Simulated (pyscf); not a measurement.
Elementary routes open to HO–Ga(F)–F (SMILES [OH][Ga]([F])[F]) + H• (SMILES [H]) in the gas phase (doublet surface):
A. •O–Ga(F)–F (SMILES [O][Ga]([F])[F]) + H₂ (SMILES [H][H]) (H–O broken; H–H formed)
B. [HO–Ga–F]• (SMILES [OH][Ga][F]) + HF (SMILES F) (F–Ga broken; F–H formed)

PySCF, gas phase, ωB97X-D3(BJ)/def2-SVP geometries.

Q: Rank the routes by free-energy barrier at 1200 K, lowest first, for ωB97M-D3(BJ)/def2-TZVP energies (ideal gas, 1 atm, RRHO with modes under 100 cm⁻¹ raised to 100, one conformer, R ln 2 for chiral ones without a mode under 150 cm⁻¹).

A: B (42.7 kcal/mol), A (43.5 kcal/mol)

Route B is the fastest of these, ahead of the next by 0.9 kcal/mol. The most stable products are those of B (ΔG = -18.5 kcal/mol), so kinetics and thermodynamics agree. At 298 K A takes the lead. B: On the product side the descent ends in an adduct with a F–Ga contact, 9.9 kcal/mol under the separated species and 43.6 kcal/mol under the saddle at ωB97X-D3(BJ)/def2-TZVP. Only these routes are compared; each barrier is that of the saddle found, and lower ones may exist. Elements up to Kr have no core potential and no relativistic terms here.
